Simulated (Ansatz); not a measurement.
## Ansatz (development build ahead of 0.2.0) run

```yaml
crystal:
  periodic: [false, false, false]
  atoms:
    - { symbol: O, position_ang: [-0.2535, 0.0471, -1.1205] }
    - { symbol: C, position_ang: [0.9593, -0.1992, -0.5873] }
    - { symbol: C, position_ang: [0.894, -0.18, 0.7736] }
    - { symbol: C, position_ang: [-0.4715, 0.1014, 1.0943] }
    - { symbol: C, position_ang: [-1.1148, 0.2281, -0.1002] }
    - { symbol: H, position_ang: [1.7689, -0.3683, -1.2927] }
    - { symbol: H, position_ang: [1.7175, -0.3458, 1.4649] }
    - { symbol: H, position_ang: [-0.9149, 0.1966, 2.0832] }
    - { symbol: H, position_ang: [-2.1458, 0.4383, -0.3733] }
basis:
  gaussian: { orbitals: def2-SVP }
magnetization:
  spin_polarized: true
  initial_magnetization: 2
hamiltonian:
  xc: hf
correlation:
  method: mp2
  frozen_orbitals: { C: 1, H: 0, O: 1 }
output:
  forces: true
```

The input is written out in the form of the current development build from the run's settings.

Output:

```
Converged                       : yes
Reference energy                : -228.33443 hartree
Correlation energy              : -0.63613 hartree
Total energy                    : -228.97056 hartree
Spin squared of the determinant : 2.206
Stability test                  : minimum
```

Forces (eV/Å):
| atom | Fx | Fy | Fz |
| --- | --- | --- | --- |
| O1 | -0.609 | 0.109 | -3.580 |
| C2 | 1.563 | -0.325 | -1.045 |
| C3 | -2.992 | 0.628 | 3.297 |
| C4 | 6.420 | -1.294 | 5.321 |
| C5 | -4.644 | 0.934 | -4.210 |
| H6 | -0.010 | 0.003 | 0.125 |
| H7 | -0.085 | 0.017 | 0.028 |
| H8 | 0.171 | -0.035 | -0.041 |
| H9 | 0.186 | -0.038 | 0.105 |

Caution: another spin multiplicity may lie lower; the unrestricted determinant is spin contaminated; the determinant breaks the point group.
